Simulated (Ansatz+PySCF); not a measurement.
The numbers below are computed, except where a source is named.
## Several solutions for singlet F₂

```tsv
atom	x (Å)	y (Å)	z (Å)
F	0.0000	0.0000	-0.9291
F	0.0000	0.0000	0.9291
```

Basis set: STO-3G (spherical functions). Charge 0, multiplicity 1.

PBE0 (unrestricted) was run from several starts with Ansatz (development build ahead of 0.2.0) and PySCF 2.14.0.

```csv
run,program,start,converged,energy (hartree),<S²>
A,Ansatz,"atomic start, no search",yes,-196.39790,0.00
B,PySCF,program defaults,yes,-196.39793,0.00
C,Ansatz,search for the lowest state,yes,-196.42838,0.71
D,Ansatz,stability test followed,yes,-196.42838,0.71
```

Problem. Which runs reached the lowest solution of this kind, and what is wrong with the others?

Solution. C, D reached the lowest solution found. Converged but too high: A by 0.83 eV, B by 0.83 eV. Convergence only shows a stationary point, and even a stable one can lie too high; stability tests and further starts are what find lower ones. Caution: the unrestricted determinant is spin contaminated.
